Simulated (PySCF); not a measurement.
# AlH₅Se, a complex of two parts: interaction energy, part 1 of 3

Wanted: the interaction energy for `[AlH3]` with `[SeH2]`.

Programs: PySCF 2.14.0. All values are calculated, for the isolated system unless a continuum is named. Atoms count from 0, parts from 1.

### Step 1. The system as given

7 atoms, charge 0, multiplicity 1; geometry: GFN2-xTB. Parts: 1 = atoms 0–3, `[AlH3]`, charge 0; 2 = atoms 4–6, `[SeH2]`, charge 0.

### Step 2. Geometry optimisation at PBE0-D3(BJ)/def2-TZVPD

The job: settings as JSON, then the geometry in Å.

```
{"job": {"xc": "PBE0", "basis": "def2-TZVPD", "d3": "d3bj", "grid": 3, "kind": "geom", "shake": 0.01}, "charge": 0, "multiplicity": 1, "parts": [{"atoms": "0-3", "charge": 0, "multiplicity": 1}, {"atoms": "4-6", "charge": 0, "multiplicity": 1}]}
Al     0.101066     0.102507     0.230143
H      1.550621     0.377208    -0.243493
H     -0.904391     1.341993     0.408305
H     -0.455619    -1.325965     0.135310
Se     0.716593    -0.092607     2.733591
H      1.603639     1.056369     2.856168
H      1.852470    -0.965686     2.502876
```

Command:

```console
> OMP_NUM_THREADS=1 python cluster_run.py task.json out
```

The driver reads the jobs from task.json and runs them one after another.

The log of the run:

```text
step   0  E = -2646.56489907  max force = 0.016343
step   1  E = -2646.56729813  max force = 0.004333
step   2  E = -2646.56753435  max force = 0.001142
step   3  E = -2646.56757181  max force = 0.000455
step   4  E = -2646.56757750  max force = 0.000352
optimisation converged
```

Wall time 61 s (1 thread of Arm Neoverse N1, shared host); peak memory 0.62 GiB.

Along the way:

```csv
step,energy from step 0 (eV),largest force component (eV/Å)
0,0.0000,0.8404
1,-0.0653,0.2228
2,-0.0717,0.0587
3,-0.0727,0.0234
4,-0.0729,0.0181
```

Close pairs (by a distance rule), those that changed most:

```csv
bond,before (Å),after (Å),change (Å)
Al0–Se4,2.585,2.672,+0.087
Al0–H3,1.536,1.596,+0.060
Al0–H1,1.550,1.595,+0.046
Se4–H6,1.451,1.469,+0.018
Se4–H5,1.457,1.469,+0.012
Al0–H2,1.606,1.596,-0.010
```

The end geometry stands in the next job.

```csv
at the end point,value
point group (found at 0.08 Å tolerance),Cs
"rotational constants (GHz, main isotopes)","42.691, 3.057, 3.052"
dipole moment (D),3.60
```

Contacts at the end point (a selection, picked against the atoms' radii; other short pairs can be missing):

```csv
atoms,distance (Å),kind (by distance and angle),angle (°)
Al0···Se4,2.67,bonding distance,–
```

Against the parts relaxed at this level the binding energy is -15.12 kcal/mol, without counterpoise.

### Step 3. Coupled-cluster interaction energy: CCSD(T) and MP2, 2.67 Å

The job: settings as JSON, then the geometry in Å.

```
{"job": {"kind": "intercc", "basis": "aug-cc-pVDZ", "basis_mid": "aug-cc-pVTZ", "basis_large": "aug-cc-pVQZ"}, "charge": 0, "multiplicity": 1, "parts": [{"atoms": "0-3", "charge": 0, "multiplicity": 1}, {"atoms": "4-6", "charge": 0, "multiplicity": 1}]}
Al     0.093680     0.154012     0.211252
H      1.561661     0.435572    -0.346316
H     -0.895231     1.388543     0.425963
H     -0.522957    -1.308131     0.044440
Se     0.686942    -0.123722     2.801614
H      1.564758     1.050425     2.895727
H      1.837667    -1.017326     2.613143
```

Level: CCSD(T)/aug-cc-pVDZ and MP2/aug-cc-pVTZ, aug-cc-pVQZ counterpoise interaction energy, frozen core, gas phase.

The log of the run:

```text
part 1, own basis, geometry of the cluster
final grid: 28008 points
cycle   1  E = -243.6251574465  dE = -3.923e-01  |g| = 1.693e-01  |ddm| = 2.856e+00
cycle   2  E = -243.6399315696  dE = -1.477e-02  |g| = 4.296e-02  |ddm| = 6.081e-01
cycle   3  E = -243.6410282226  dE = -1.097e-03  |g| = 1.004e-02  |ddm| = 1.625e-01
cycle   4  E = -243.6410693184  dE = -4.110e-05  |g| = 1.135e-03  |ddm| = 3.133e-02
cycle   5  E = -243.6410703393  dE = -1.021e-06  |g| = 1.479e-04  |ddm| = 5.643e-03
cycle   6  E = -243.6410703576  dE = -1.835e-08  |g| = 2.576e-05  |ddm| = 1.017e-03
cycle   7  E = -243.6410703583  dE = -6.448e-10  |g| = 2.368e-06  |ddm| = 1.406e-04
converged SCF energy = -243.6410703583

part 2, own basis, geometry of the cluster
final grid: 23824 points
cycle   1  E = -2401.0314188345  dE = -1.035e+00  |g| = 1.954e-01  |ddm| = 2.955e+00
cycle   2  E = -2401.0472463198  dE = -1.583e-02  |g| = 6.238e-02  |ddm| = 4.035e-01
cycle   3  E = -2401.0487159609  dE = -1.470e-03  |g| = 1.783e-02  |ddm| = 1.107e-01
cycle   4  E = -2401.0489614948  dE = -2.455e-04  |g| = 5.064e-03  |ddm| = 4.340e-02
cycle   5  E = -2401.0489780309  dE = -1.654e-05  |g| = 1.735e-03  |ddm| = 1.147e-02
cycle   6  E = -2401.0489796792  dE = -1.648e-06  |g| = 3.038e-04  |ddm| = 4.044e-03
cycle   7  E = -2401.0489797659  dE = -8.668e-08  |g| = 4.201e-05  |ddm| = 1.108e-03
cycle   8  E = -2401.0489797677  dE = -1.762e-09  |g| = 9.469e-06  |ddm| = 1.428e-04
cycle   9  E = -2401.0489797677  dE = -8.367e-11  |g| = 1.756e-06  |ddm| = 3.701e-05
converged SCF energy = -2401.0489797677

part 1, own basis, relaxed alone
final grid: 28008 points
cycle   1  E = -243.6288123181  dE = -3.877e-01  |g| = 1.675e-01  |ddm| = 2.855e+00
cycle   2  E = -243.6433318424  dE = -1.452e-02  |g| = 4.290e-02  |ddm| = 6.014e-01
cycle   3  E = -243.6444185594  dE = -1.087e-03  |g| = 9.785e-03  |ddm| = 1.666e-01
cycle   4  E = -243.6444548401  dE = -3.628e-05  |g| = 1.011e-03  |ddm| = 3.013e-02
cycle   5  E = -243.6444555931  dE = -7.530e-07  |g| = 8.531e-05  |ddm| = 5.226e-03
cycle   6  E = -243.6444555970  dE = -3.954e-09  |g| = 6.152e-06  |ddm| = 7.713e-04
cycle   7  E = -243.6444555970  dE = -2.325e-11  |g| = 6.389e-07  |ddm| = 7.877e-05
converged SCF energy = -243.6444555970

part 2, own basis, relaxed alone
final grid: 23824 points
cycle   1  E = -2401.0314642425  dE = -1.032e+00  |g| = 1.953e-01  |ddm| = 2.957e+00
cycle   2  E = -2401.0472597961  dE = -1.580e-02  |g| = 6.246e-02  |ddm| = 4.041e-01
cycle   3  E = -2401.0487298510  dE = -1.470e-03  |g| = 1.782e-02  |ddm| = 1.108e-01
cycle   4  E = -2401.0489757283  dE = -2.459e-04  |g| = 5.054e-03  |ddm| = 4.350e-02
cycle   5  E = -2401.0489922831  dE = -1.655e-05  |g| = 1.735e-03  |ddm| = 1.150e-02
cycle   6  E = -2401.0489939209  dE = -1.638e-06  |g| = 3.031e-04  |ddm| = 4.042e-03
cycle   7  E = -2401.0489940070  dE = -8.614e-08  |g| = 4.176e-05  |ddm| = 1.107e-03
cycle   8  E = -2401.0489940088  dE = -1.744e-09  |g| = 9.377e-06  |ddm| = 1.425e-04
cycle   9  E = -2401.0489940088  dE = -7.913e-11  |g| = 1.734e-06  |ddm| = 3.678e-05
converged SCF energy = -2401.0489940088

cluster
final grid: 7176 points
cycle   1  E = -2644.7003720468  dE = -2.662e-02  |g| = 7.188e-02  |ddm| = 1.132e+00
cycle   2  E = -2644.7035972868  dE = -3.225e-03  |g| = 2.465e-02  |ddm| = 3.052e-01
cycle   3  E = -2644.7041576137  dE = -5.603e-04  |g| = 1.022e-02  |ddm| = 1.110e-01
cycle   4  E = -2644.7042543985  dE = -9.678e-05  |g| = 1.561e-03  |ddm| = 5.480e-02
cycle   5  E = -2644.7042568125  dE = -2.414e-06  |g| = 3.553e-04  |ddm| = 8.362e-03
cycle   6  E = -2644.7042569052  dE = -9.276e-08  |g| = 1.267e-04  |ddm| = 1.229e-03
cycle   7  E = -2644.7042569180  dE = -1.278e-08  |g| = 3.281e-05  |ddm| = 4.980e-04
cycle   8  E = -2644.7042569190  dE = -9.832e-10  |g| = 8.982e-06  |ddm| = 1.515e-04
converged SCF energy = -2644.7042569190

part 1 in the basis of the cluster
final grid: 7176 points
cycle   1  E = -243.6411263638  dE = -5.553e-05  |g| = 1.385e-03  |ddm| = 3.091e-01
cycle   2  E = -243.6411272501  dE = -8.862e-07  |g| = 2.043e-04  |ddm| = 3.808e-02
cycle   3  E = -243.6411272766  dE = -2.651e-08  |g| = 1.883e-05  |ddm| = 6.330e-03
cycle   4  E = -243.6411272768  dE = -2.789e-10  |g| = 2.788e-06  |ddm| = 3.476e-04
converged SCF energy = -243.6411272768

part 2 in the basis of the cluster
final grid: 7176 points
cycle   1  E = -2401.0490316897  dE = -5.621e-05  |g| = 1.516e-03  |ddm| = 2.924e-01
cycle   2  E = -2401.0490326513  dE = -9.615e-07  |g| = 2.990e-04  |ddm| = 4.732e-02
cycle   3  E = -2401.0490326873  dE = -3.606e-08  |g| = 1.065e-04  |ddm| = 9.232e-03
cycle   4  E = -2401.0490326893  dE = -1.934e-09  |g| = 1.412e-05  |ddm| = 1.380e-03
cycle   5  E = -2401.0490326894  dE = -1.464e-10  |g| = 2.934e-06  |ddm| = 3.018e-04
converged SCF energy = -2401.0490326894

Interaction energy (kcal/mol)
  counterpoise      -13.925
  uncorrected       -15.825
  dispersion part     0.000
  deformation         2.028
  binding           -11.897

Decomposition of the uncorrected value (kcal/mol)
  electrostatic     -25.952
  Pauli              36.173
  orbital           -19.139
  dispersion          0.000
  correlation        -6.908

Charge of each part in the cluster: -0.078 0.078
part 1, own basis, geometry of the cluster
final grid: 28008 points
cycle   1  E = -243.6285987827  dE = -3.944e-01  |g| = 1.712e-01  |ddm| = 4.006e+00
cycle   2  E = -243.6435158700  dE = -1.492e-02  |g| = 4.286e-02  |ddm| = 8.969e-01
cycle   3  E = -243.6446293501  dE = -1.113e-03  |g| = 9.302e-03  |ddm| = 3.816e-01
cycle   4  E = -243.6446683788  dE = -3.903e-05  |g| = 1.096e-03  |ddm| = 1.586e-01
cycle   5  E = -243.6446693020  dE = -9.233e-07  |g| = 1.535e-04  |ddm| = 7.996e-03
cycle   6  E = -243.6446693207  dE = -1.873e-08  |g| = 2.777e-05  |ddm| = 1.603e-03
cycle   7  E = -243.6446693215  dE = -7.296e-10  |g| = 3.014e-06  |ddm| = 2.454e-04
converged SCF energy = -243.6446693215

part 2, own basis, geometry of the cluster
final grid: 23824 points
cycle   1  E = -2401.0342511961  dE = -1.044e+00  |g| = 2.188e-01  |ddm| = 6.816e+00
cycle   2  E = -2401.0504475652  dE = -1.620e-02  |g| = 7.910e-02  |ddm| = 5.751e-01
cycle   3  E = -2401.0520062330  dE = -1.559e-03  |g| = 1.943e-02  |ddm| = 1.944e-01
cycle   4  E = -2401.0522849595  dE = -2.787e-04  |g| = 4.970e-03  |ddm| = 5.799e-02
cycle   5  E = -2401.0523067140  dE = -2.175e-05  |g| = 1.687e-03  |ddm| = 1.829e-02
cycle   6  E = -2401.0523076418  dE = -9.278e-07  |g| = 3.833e-04  |ddm| = 5.154e-03
cycle   7  E = -2401.0523077588  dE = -1.170e-07  |g| = 5.594e-05  |ddm| = 1.378e-03
cycle   8  E = -2401.0523077618  dE = -3.013e-09  |g| = 1.359e-05  |ddm| = 2.485e-04
cycle   9  E = -2401.0523077620  dE = -1.783e-10  |g| = 3.239e-06  |ddm| = 6.328e-05
converged SCF energy = -2401.0523077620

part 1, own basis, relaxed alone
final grid: 28008 points
cycle   1  E = -243.6322972823  dE = -3.899e-01  |g| = 1.689e-01  |ddm| = 4.053e+00
cycle   2  E = -243.6469453609  dE = -1.465e-02  |g| = 4.277e-02  |ddm| = 8.861e-01
cycle   3  E = -243.6480486320  dE = -1.103e-03  |g| = 9.025e-03  |ddm| = 3.732e-01
cycle   4  E = -243.6480824705  dE = -3.384e-05  |g| = 9.743e-04  |ddm| = 1.591e-01
cycle   5  E = -243.6480831493  dE = -6.788e-07  |g| = 9.437e-05  |ddm| = 6.748e-03
cycle   6  E = -243.6480831537  dE = -4.407e-09  |g| = 7.724e-06  |ddm| = 1.492e-03
cycle   7  E = -243.6480831537  dE = -3.604e-11  |g| = 7.975e-07  |ddm| = 1.375e-04
converged SCF energy = -243.6480831537

part 2, own basis, relaxed alone
final grid: 23824 points
cycle   1  E = -2401.0343004070  dE = -1.041e+00  |g| = 2.187e-01  |ddm| = 6.819e+00
cycle   2  E = -2401.0504636742  dE = -1.616e-02  |g| = 7.922e-02  |ddm| = 5.748e-01
cycle   3  E = -2401.0520231573  dE = -1.559e-03  |g| = 1.944e-02  |ddm| = 1.946e-01
cycle   4  E = -2401.0523021975  dE = -2.790e-04  |g| = 4.978e-03  |ddm| = 5.797e-02
cycle   5  E = -2401.0523240147  dE = -2.182e-05  |g| = 1.694e-03  |ddm| = 1.832e-02
cycle   6  E = -2401.0523249500  dE = -9.353e-07  |g| = 3.824e-04  |ddm| = 5.165e-03
cycle   7  E = -2401.0523250667  dE = -1.166e-07  |g| = 5.563e-05  |ddm| = 1.376e-03
cycle   8  E = -2401.0523250696  dE = -2.981e-09  |g| = 1.349e-05  |ddm| = 2.473e-04
cycle   9  E = -2401.0523250698  dE = -1.723e-10  |g| = 3.222e-06  |ddm| = 6.289e-05
converged SCF energy = -2401.0523250698

cluster
final grid: 7176 points
cycle   1  E = -2644.7074039225  dE = -2.657e-02  |g| = 7.575e-02  |ddm| = 1.210e+00
cycle   2  E = -2644.7106463589  dE = -3.242e-03  |g| = 2.594e-02  |ddm| = 2.754e-01
cycle   3  E = -2644.7111933258  dE = -5.470e-04  |g| = 1.128e-02  |ddm| = 1.020e-01
cycle   4  E = -2644.7113112080  dE = -1.179e-04  |g| = 1.753e-03  |ddm| = 6.094e-02
cycle   5  E = -2644.7113138133  dE = -2.605e-06  |g| = 6.461e-04  |ddm| = 8.029e-03
cycle   6  E = -2644.7113139876  dE = -1.743e-07  |g| = 1.736e-04  |ddm| = 2.160e-03
cycle   7  E = -2644.7113140118  dE = -2.422e-08  |g| = 4.039e-05  |ddm| = 8.935e-04
cycle   8  E = -2644.7113140134  dE = -1.536e-09  |g| = 1.028e-05  |ddm| = 2.961e-04
cycle   9  E = -2644.7113140135  dE = -1.291e-10  |g| = 2.376e-06  |ddm| = 6.441e-05
converged SCF energy = -2644.7113140135

part 1 in the basis of the cluster
final grid: 7176 points
cycle   1  E = -243.6447241228  dE = -5.369e-05  |g| = 1.537e-03  |ddm| = 4.840e-01
cycle   2  E = -243.6447245881  dE = -4.654e-07  |g| = 1.863e-04  |ddm| = 4.053e-02
cycle   3  E = -243.6447245969  dE = -8.813e-09  |g| = 3.184e-05  |ddm| = 4.995e-03
cycle   4  E = -243.6447245971  dE = -2.001e-10  |g| = 4.596e-06  |ddm| = 7.665e-04
converged SCF energy = -243.6447245971

part 2 in the basis of the cluster
final grid: 7176 points
cycle   1  E = -2401.0523160982  dE = -1.114e-05  |g| = 5.708e-04  |ddm| = 1.919e-01
cycle   2  E = -2401.0523162411  dE = -1.429e-07  |g| = 7.909e-05  |ddm| = 2.572e-02
cycle   3  E = -2401.0523162456  dE = -4.490e-09  |g| = 1.002e-05  |ddm| = 4.801e-03
cycle   4  E = -2401.0523162457  dE = -8.549e-11  |g| = 3.095e-06  |ddm| = 3.687e-04
converged SCF energy = -2401.0523162457

Interaction energy (kcal/mol)
  counterpoise      -14.550
  uncorrected       -16.175
  dispersion part     0.000
  deformation         2.054
  binding           -12.495

Decomposition of the uncorrected value (kcal/mol)
  electrostatic     -25.851
  Pauli              35.978
  orbital           -19.125
  dispersion          0.000
  correlation        -7.177

Charge of each part in the cluster: -0.078 0.078
part 1 in the basis of the cluster: E(HF) = -243.629325559  E2 = -0.081505706  E(CCSD corr) = -0.106916152  (T) = -0.001332816
part 2 in the basis of the cluster: E(HF) = -2400.975189653  E2 = -0.158044156  E(CCSD corr) = -0.178516186  (T) = -0.005147996
cluster: E(HF) = -2644.617372998  E2 = -0.245572880  E(CCSD corr) = -0.290003191  (T) = -0.007359375

Counterpoise interaction energy (kcal/mol)
  hf_small                  -8.068
  mp2_small                -11.848
  ccsd_small               -10.937
  ccsdt_small              -11.488
  hf_large                  -8.957
  mp2_large                -14.550
  hf_middle                 -8.846
  mp2_middle               -13.925
  scs_mp2_large            -13.178
  mp2_limit                -14.925
  ccsdt_less_mp2             0.360
  ccsdt_limit_estimate     -14.565
  bsse_mp2_large             1.625
```

Wall time 3.6 min (1 thread of Arm Neoverse N1, shared host); peak memory 1.4 GiB.

Contacts at this geometry (a selection, picked against the atoms' radii; other short pairs can be missing):

```csv
atoms,distance (Å),kind (by distance and angle),angle (°)
Al0···Se4,2.67,bonding distance,–
```

Differences are taken before rounding.

```csv
method,interaction energy (kcal/mol),"from CCSD(T), limit estimate (kcal/mol)"
HF/aug-cc-pVDZ,-8.07,+6.50
MP2/aug-cc-pVDZ,-11.85,+2.72
CCSD/aug-cc-pVDZ,-10.94,+3.63
CCSD(T)/aug-cc-pVDZ,-11.49,+3.08
HF/aug-cc-pVQZ,-8.96,+5.61
MP2/aug-cc-pVQZ,-14.55,+0.02
SCS-MP2/aug-cc-pVQZ,-13.18,+1.39
"MP2, extrapolated",-14.92,-0.36
"CCSD(T), limit estimate",-14.56,0
```

These energies keep the parts at their geometry in the cluster; deforming them to it costs 2.05 kcal/mol (MP2).

### Step 4. Coupled-cluster interaction energy: CCSD(T) and MP2, 2.81 Å

The job, as its differences from that of step 3:

```diff
@@ -5,4 +5,4 @@
 H     -0.522957    -1.308131     0.044440
-Se     0.686942    -0.123722     2.801614
-H      1.564758     1.050425     2.895727
-H      1.837667    -1.017326     2.613143
+Se     0.716605    -0.137609     2.931132
+H      1.594421     1.036538     3.025245
+H      1.867330    -1.031213     2.742661
```

With the program's defaults for keys left out, this is: CCSD(T)/aug-cc-pVDZ and MP2/aug-cc-pVTZ, aug-cc-pVQZ counterpoise interaction energy, frozen core, gas phase.

The log of the run:

```text
part 1, own basis, geometry of the cluster: E = -243.6410703583 (as before)

part 2, own basis, geometry of the cluster: E = -2401.0489797677 (as before)

part 1, own basis, relaxed alone: E = -243.6444555970 (as before)

part 2, own basis, relaxed alone: E = -2401.0489940088 (as before)

cluster
final grid: 7176 points
cycle   1  E = -2644.7020246078  dE = -2.042e-02  |g| = 6.166e-02  |ddm| = 9.819e-01
cycle   2  E = -2644.7045715940  dE = -2.547e-03  |g| = 2.160e-02  |ddm| = 2.650e-01
cycle   3  E = -2644.7050276632  dE = -4.561e-04  |g| = 8.723e-03  |ddm| = 9.875e-02
cycle   4  E = -2644.7050998704  dE = -7.221e-05  |g| = 1.366e-03  |ddm| = 4.561e-02
cycle   5  E = -2644.7051016413  dE = -1.771e-06  |g| = 3.597e-04  |ddm| = 7.481e-03
cycle   6  E = -2644.7051017174  dE = -7.611e-08  |g| = 1.227e-04  |ddm| = 1.071e-03
cycle   7  E = -2644.7051017297  dE = -1.227e-08  |g| = 2.923e-05  |ddm| = 4.711e-04
cycle   8  E = -2644.7051017305  dE = -8.808e-10  |g| = 7.860e-06  |ddm| = 1.424e-04
converged SCF energy = -2644.7051017305

part 1 in the basis of the cluster
final grid: 7176 points
cycle   1  E = -243.6411195690  dE = -4.858e-05  |g| = 1.287e-03  |ddm| = 2.804e-01
cycle   2  E = -243.6411203429  dE = -7.739e-07  |g| = 1.888e-04  |ddm| = 3.453e-02
cycle   3  E = -243.6411203656  dE = -2.268e-08  |g| = 1.683e-05  |ddm| = 5.753e-03
cycle   4  E = -243.6411203658  dE = -2.266e-10  |g| = 2.405e-06  |ddm| = 3.152e-04
converged SCF energy = -243.6411203658

part 2 in the basis of the cluster
final grid: 7176 points
cycle   1  E = -2401.0490283926  dE = -5.279e-05  |g| = 1.458e-03  |ddm| = 2.941e-01
cycle   2  E = -2401.0490293181  dE = -9.255e-07  |g| = 2.804e-04  |ddm| = 4.779e-02
cycle   3  E = -2401.0490293530  dE = -3.484e-08  |g| = 9.705e-05  |ddm| = 9.419e-03
cycle   4  E = -2401.0490293546  dE = -1.632e-09  |g| = 1.374e-05  |ddm| = 1.238e-03
cycle   5  E = -2401.0490293547  dE = -1.264e-10  |g| = 2.834e-06  |ddm| = 2.831e-04
converged SCF energy = -2401.0490293547

Interaction energy (kcal/mol)
  counterpoise      -13.793
  uncorrected       -15.442
  dispersion part     0.000
  deformation         2.028
  binding           -11.765

Decomposition of the uncorrected value (kcal/mol)
  electrostatic     -20.047
  Pauli              25.343
  orbital           -14.743
  dispersion          0.000
  correlation        -5.995

Charge of each part in the cluster: -0.071 0.071
part 1, own basis, geometry of the cluster: E = -243.6446693215 (as before)

part 2, own basis, geometry of the cluster: E = -2401.0523077620 (as before)

part 1, own basis, relaxed alone: E = -243.6480831537 (as before)

part 2, own basis, relaxed alone: E = -2401.0523250698 (as before)

cluster
final grid: 7176 points
cycle   1  E = -2644.7089992184  dE = -2.036e-02  |g| = 6.457e-02  |ddm| = 9.747e-01
cycle   2  E = -2644.7115581040  dE = -2.559e-03  |g| = 2.260e-02  |ddm| = 2.238e-01
cycle   3  E = -2644.7120021404  dE = -4.440e-04  |g| = 9.708e-03  |ddm| = 8.751e-02
cycle   4  E = -2644.7120918419  dE = -8.970e-05  |g| = 1.571e-03  |ddm| = 5.030e-02
cycle   5  E = -2644.7120937549  dE = -1.913e-06  |g| = 6.159e-04  |ddm| = 6.796e-03
cycle   6  E = -2644.7120939145  dE = -1.597e-07  |g| = 1.507e-04  |ddm| = 2.038e-03
cycle   7  E = -2644.7120939335  dE = -1.897e-08  |g| = 3.413e-05  |ddm| = 7.745e-04
cycle   8  E = -2644.7120939347  dE = -1.143e-09  |g| = 8.982e-06  |ddm| = 2.488e-04
cycle   9  E = -2644.7120939347  dE = -9.095e-11  |g| = 2.107e-06  |ddm| = 5.658e-05
converged SCF energy = -2644.7120939347

part 1 in the basis of the cluster
final grid: 7176 points
cycle   1  E = -243.6447198671  dE = -4.944e-05  |g| = 1.433e-03  |ddm| = 4.355e-01
cycle   2  E = -243.6447202872  dE = -4.201e-07  |g| = 1.713e-04  |ddm| = 3.560e-02
cycle   3  E = -243.6447202950  dE = -7.829e-09  |g| = 2.860e-05  |ddm| = 4.360e-03
cycle   4  E = -243.6447202952  dE = -1.691e-10  |g| = 4.278e-06  |ddm| = 6.763e-04
converged SCF energy = -243.6447202952

part 2 in the basis of the cluster
final grid: 7176 points
cycle   1  E = -2401.0523150595  dE = -1.003e-05  |g| = 5.388e-04  |ddm| = 1.909e-01
cycle   2  E = -2401.0523151944  dE = -1.349e-07  |g| = 7.643e-05  |ddm| = 2.562e-02
cycle   3  E = -2401.0523151987  dE = -4.299e-09  |g| = 9.542e-06  |ddm| = 4.671e-03
cycle   4  E = -2401.0523151988  dE = -9.004e-11  |g| = 3.200e-06  |ddm| = 3.240e-04
converged SCF energy = -2401.0523151988

Interaction energy (kcal/mol)
  counterpoise      -14.247
  uncorrected       -15.664
  dispersion part     0.000
  deformation         2.054
  binding           -12.193

Decomposition of the uncorrected value (kcal/mol)
  electrostatic     -19.909
  Pauli              25.141
  orbital           -14.719
  dispersion          0.000
  correlation        -6.176

Charge of each part in the cluster: -0.071 0.071
part 1 in the basis of the cluster: E(HF) = -243.629309743  E2 = -0.081443187  E(CCSD corr) = -0.106858792  (T) = -0.001328496
part 2 in the basis of the cluster: E(HF) = -2400.975143215  E2 = -0.157768742  E(CCSD corr) = -0.178234114  (T) = -0.005123477
cluster: E(HF) = -2644.618622103  E2 = -0.244623470  E(CCSD corr) = -0.289257888  (T) = -0.007267113

Counterpoise interaction energy (kcal/mol)
  hf_small                  -8.891
  mp2_small                -12.287
  ccsd_small               -11.505
  ccsdt_small              -12.016
  hf_large                  -9.449
  mp2_large                -14.247
  hf_middle                 -9.383
  mp2_middle               -13.793
  scs_mp2_large            -13.066
  mp2_limit                -14.530
  ccsdt_less_mp2             0.271
  ccsdt_limit_estimate     -14.259
  bsse_mp2_large             1.417
```

Wall time 3.5 min (1 thread of Arm Neoverse N1, shared host); peak memory 1.5 GiB.

Contacts at this geometry (a selection, picked against the atoms' radii; other short pairs can be missing):

```csv
atoms,distance (Å),kind (by distance and angle),angle (°)
Al0···Se4,2.81,coordination,–
```

Differences are taken before rounding.

```csv
method,interaction energy (kcal/mol),"from CCSD(T), limit estimate (kcal/mol)"
HF/aug-cc-pVDZ,-8.89,+5.37
MP2/aug-cc-pVDZ,-12.29,+1.97
CCSD/aug-cc-pVDZ,-11.50,+2.75
CCSD(T)/aug-cc-pVDZ,-12.02,+2.24
HF/aug-cc-pVQZ,-9.45,+4.81
MP2/aug-cc-pVQZ,-14.25,+0.01
SCS-MP2/aug-cc-pVQZ,-13.07,+1.19
"MP2, extrapolated",-14.53,-0.27
"CCSD(T), limit estimate",-14.26,0
```

These energies keep the parts at their geometry in the cluster; deforming them to it costs 2.05 kcal/mol (MP2).

(Continued in part 2 of 3.)
